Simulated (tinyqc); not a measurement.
Starting guesses with DIIS over 6 matrices: SCF starting guesses in the sto-6g basis, for LiH, spin multiplicity 3. Computed by the program tinyqc with PySCF. Command: `OMP_NUM_THREADS=1 python tinyqc.py 113047 113048 out.jsonl`; one thread of a shared host (Intel(R) Xeon(R) Processor @ 2.60GHz), about 1 s.

Geometry (angstrom):

| atom | x | y | z |
|---|---|---|---|
| Li | 0.0000 | 0.0000 | 0.0000 |
| H | 0.0000 | 0.0000 | 1.9960 |

lowest solution found by these runs and by PySCF with stability checks = -7.864514 hartree

UHF with one setting changed at a time; a run stops when the energy changes by less than 1e-09 hartree and the error matrix is below 1e-5. Starts: the lowest orbitals of the core Hamiltonian, of the Wolfsberg-Helmholz matrix (K = 1.75), projected atomic densities, random orbitals, and the highest orbitals of the core Hamiltonian (a deliberately bad start).

Largest element of the error matrix X^T (FDS - SDF) X:

| iteration | core | Wolfsberg-Helmholz | atomic densities | random | highest core orbitals |
|---|---|---|---|---|---|
| 1 | 1.5e-01 | 1.3e-01 | 7.4e-02 | 9.0e-01 | 6.6e-02 |
| 2 | 5.2e-02 | 5.5e-02 | 1.3e-01 | 9.9e-02 | 1.2e-01 |
| 3 | 6.5e-03 | 7.5e-03 | 6.1e-02 | 5.4e-02 | 1.1e-01 |
| 4 | 1.9e-03 | 2.6e-03 | 5.2e-03 | 2.1e-02 | 1.9e-02 |
| 5 | 2.2e-04 | 2.2e-04 | 1.3e-03 | 3.3e-03 | 1.6e-02 |
| 6 | 6.9e-06 | 1.2e-06 | 2.7e-04 | 1.1e-03 | 1.2e-02 |
| 8 | - | - | 4.4e-07 | 1.1e-04 | 9.9e-05 |
| 10 | - | - | - | 1.6e-06 | 4.9e-08 |

How each run ends:

| run | iterations | E (hartree) | state |
|---|---|---|---|
| core | 7 | -7.864514 | lowest found |
| Wolfsberg-Helmholz | 7 | -7.864514 | lowest found |
| atomic densities | 8 | -7.864514 | lowest found |
| random | 10 | -7.864514 | lowest found |
| highest core orbitals | 10 | -7.807171 | higher |

4 of 5 runs reach the lowest solution found, in 7 to 10 iterations (fastest: core, Wolfsberg-Helmholz). Ending on a higher stationary point: highest core orbitals; a small error matrix cannot reveal that, and an occupation fixed by the start is kept by symmetry or by the shape of the basin. The first errors are 1e-01, 1e-01, 7e-02, 9e-01, 7e-02; the deliberately bad start has the smallest one, so a small first error does not mark a good start.
